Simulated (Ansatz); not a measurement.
**A barrier at the coupled-cluster level**

Start structure (SiNH$_{6}$Cl, singlet), relaxed at PBE0-D4/def2-TZVP:

```xyz
9
angstrom
Si -1.2677 -0.3644 -0.1760
Cl -0.1205 -1.7256 -1.2389
H -2.1362 0.2938 -1.1744
H -2.0165 -1.1614 0.8181
N -0.3855 0.8340 0.6463
H 2.5461 -0.1984 -0.3385
H 3.1843 0.1392 -0.1469
H 0.1383 0.6021 1.4752
H 0.0576 1.5808 0.1352
```

The step: SiNH₄Cl ([NH2][SiH2][Cl]) + H₂ → SiNH₅ ([NH2][SiH3]) + HCl; bonds formed: Si1–H7, Cl2–H6; bonds broken: Si1–Cl2, H6–H7. Program: Ansatz 0.2.0. Basis: def2-TZVPP and def2-QZVPP. Cores are frozen in the correlated methods. Extrapolation: Hartree–Fock as exp(−7.88 √X), correlation as X^−2.97. Energies below are by CCSD(T) at an estimated basis limit (MP2 extrapolated from triple and quadruple zeta, plus CCSD(T) − MP2 in triple zeta).

Q: What are the electronic barrier and the energy of the step, from the start structure to the end structure? (An estimate is asked for; the value comes from the calculation.)

A: Computed: Barrier 2.294 eV; step energy 0.953 eV (uphill); reverse barrier, their difference, 1.341 eV. Barrier and step energy count from the start structure, the reverse barrier from the end structure.

The saddle point: One imaginary mode of 617i cm⁻¹.
```
   pair  start (Å)  saddle (Å)  end (Å)
 Si1–H7       4.48        1.74     1.50
 Cl2–H6       3.20        1.77     1.29
Si1–Cl2       2.07        2.53     4.09
  H6–H7       0.75        0.88     1.81
```

Zero-point energy (harmonic, PBE0-D4): ZPE is 1.535 eV at the start and 1.617 eV at the saddle, so the barrier goes from 2.294 to 2.376 eV.

The T1 diagnostic stays at or below 0.012.

Labels in which every atom is bracketed show which atoms are joined, not bond orders.

For scale, one of the runs: CCSD(T)/def2-TZVPP, 199 basis functions, launched by `ansatz run in.yaml --threads 2 --pin off --events-out ev --progress --plain --max-ram 4352MiB`. Time: 53 s of wall clock on 2 CPU threads of an Arm Neoverse V1; the host was shared. Peak host memory: 2.2 GiB.
